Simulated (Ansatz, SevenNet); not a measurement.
## Equilibrium volume per atom of hcp Re: levels of theory against measurement

Reference value: 14.62 Å³/atom (measured, copied from a table, unchecked, extrapolated to 0 K and zero-point effects removed; as tabulated in Lejaeghere et al. (2013), arXiv:1204.2733).

Q: Put these levels in order of the equilibrium volume per atom that they give for hcp Re, smallest first: HSE06 (Ansatz, a first-principles code), PBE (Ansatz), SevenNet-l3i5 (SevenNet), rVV10 (Ansatz).

A: HSE06 (14.54 Å³/atom), PBE (14.95 Å³/atom), SevenNet-l3i5 (15.09 Å³/atom), rVV10 (15.29 Å³/atom)

Errors against the reference: SevenNet-l3i5 +3.2 %, PBE +2.3 %, rVV10 +4.6 %, HSE06 -0.5 %.

Density-functional levels without +SOC have no spin–orbit coupling. HSE06: hybrids on metals are sensitive to the k mesh and can open a false gap. Cutoffs and k meshes differ between the levels. Ansatz's density-functional and Hartree–Fock values are scalar-relativistic unless marked +SOC, with PAW data made under PBE.

Machine-learned potentials (SevenNet-l3i5) are trained on DFT data, which may include these solids.

Differences are worked out from the printed values.
